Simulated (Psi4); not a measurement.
Reaction (SMILES): [S+]#[C-] (C-S) + 3 [H][H] (H2) → C (CH4) + S (H2S)
B3LYP-D3(BJ)/def2-TZVP geometries, fixed; electronic energies without zero-point terms.

Basis-set convergence of the energy of full hydrogenation at PBE with Psi4. Cartesian d functions, on some or all atoms, in 6-31G**, 6-31+G*; all else is spherical. Density fitting with the program's default auxiliary sets. Psi4's default fitting sets serve the pcseg sets less well. No added dispersion term, no relativity. Functions are those of the species that has most. Reference: the value in aug-cc-pV(Q+d)Z, -108.93 kcal/mol, itself unsure by roughly 0.12 kcal/mol (its mean distance from def2-QZVPPD, def2-QZVPP, cc-pV(Q+d)Z). Deviations are taken from unrounded values.

| basis | functions | energy of full hydrogenation (kcal/mol) | minus reference (kcal/mol) |
|---|---|---|---|
| STO-3G | 14 | -112.37 | -3.44 |
| pcseg-0 | 22 | -115.19 | -6.26 |
| def2-SV(P) | 32 | -103.96 | 4.98 |
| def2-SVP | 34 | -112.36 | -3.43 |
| pcseg-1 | 34 | -110.25 | -1.32 |
| 6-31G** | 35 | -109.78 | -0.85 |
| 6-31+G* | 42 | -106.57 | 2.36 |
| def2-SVPD | 52 | -117.05 | -8.12 |
| 6-311++G(2d,2p) | 67 | -109.59 | -0.65 |
| aug-cc-pV(T+d)Z | 138 | -109.07 | -0.14 |
| def2-QZVPPD | 195 | -108.74 | 0.19 |
| aug-cc-pV(Q+d)Z | 264 | -108.93 | 0.00 |
| aug-pcseg-3 | 281 | -108.80 | 0.14 |
